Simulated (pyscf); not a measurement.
PySCF, gas phase, ωB97X-D3(BJ)/def2-SVP geometries. MP2 and CC: frozen core, UHF for open shells. ΔMP2 is the change of the MP2 total energy from the triple- to the quadruple-zeta basis.

For the elementary gas-phase step `[CH2]=[C][F]` [doublet] + `[FH]` -> `[CH2]=[C]([F])[F]` + `[H]` [doublet] (doublet surface; F–H broken, C–F formed), what barrier and reaction energy does CCSD(T)/def2-TZVPP + ΔMP2(QZVPP) give, measured from the separated reactants?

ΔE‡ = 53.6 kcal/mol, ΔE = +9.5 kcal/mol. Zero-point energy shifts the barrier by -2.5 kcal/mol. It is an atom transfer, with an imaginary mode of 1981i cm⁻¹. This is the saddle that the search found; another between the same sides may lie lower. The angle at the transferred F is 178°. The CCSD(T) − MP2 part came from Ansatz, without density fitting, on the same reference. A UHF reference is spin-contaminated (<S²> up to 1.00), which harms MP2 most.
